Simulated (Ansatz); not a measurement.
## GaH2⁺, triplet along the scale of all distances

Starting geometry (PBE0/def2-TZVP stationary point for this spin, not checked as a minimum):

```xyz
3

Ga    0.0000    0.0000   -0.0402
H     0.0000    1.0383    1.3910
H     0.0000   -1.0383    1.3910
```

From there all distances are scaled together; atoms are numbered as listed. Energies are in kJ/mol, counted from the starting geometry at the same level. Kohn–Sham curves are unrestricted where that lies lower.

Basis aug-cc-pVTZ; Ansatz 0.2.0. Only valence electrons are correlated (noble-gas cores and the filled d shells of p-block atoms frozen). No spin–orbit coupling is included, and no scalar relativity.

Functionals correlate the shells that the reference freezes, so part of their error here is the reference's.

Full CI is exact within this basis and frozen core; it isn't the basis-set limit.

```tsv
scale of all distances	full CI	PBE	r2SCAN	PBE0	B3LYP	r2SCANh	wB97M-V	B2PLYP	PBE-QIDH	RPA-PBE
0.864	48.9	44.8	37.9	41.1	44.8	38.0	39.4	44.5	39.3	49.9
1.000	0.0	0.0	0.0	0.0	0.0	0.0	0.0	0.0	0.0	0.0
1.130	13.4	9.4	16.0	13.3	10.2	16.2	12.9	12.2	17.2	12.0
1.275	36.2	28.0	44.1	34.4	30.0	44.5	31.7	32.5	40.0	32.2
1.502	52.6	46.6	77.2	53.7	49.8	77.4	45.7	49.5	57.0	45.5
1.753	59.0	59.5	97.4	65.5	62.0	97.0	52.3	58.7	65.4	51.5
2.030	63.4	69.1	109.5	73.6	70.6	108.6	56.0	65.0	70.9	55.0
2.377	66.9	76.1	116.9	79.0	76.3	115.6	58.8	69.2	74.7	56.1
```

r2SCAN at 2.377 lies 50.0 kJ/mol (75 %) above the reference in this basis. r2SCANh at 2.377 lies 48.7 kJ/mol (73 %) above the reference in this basis.
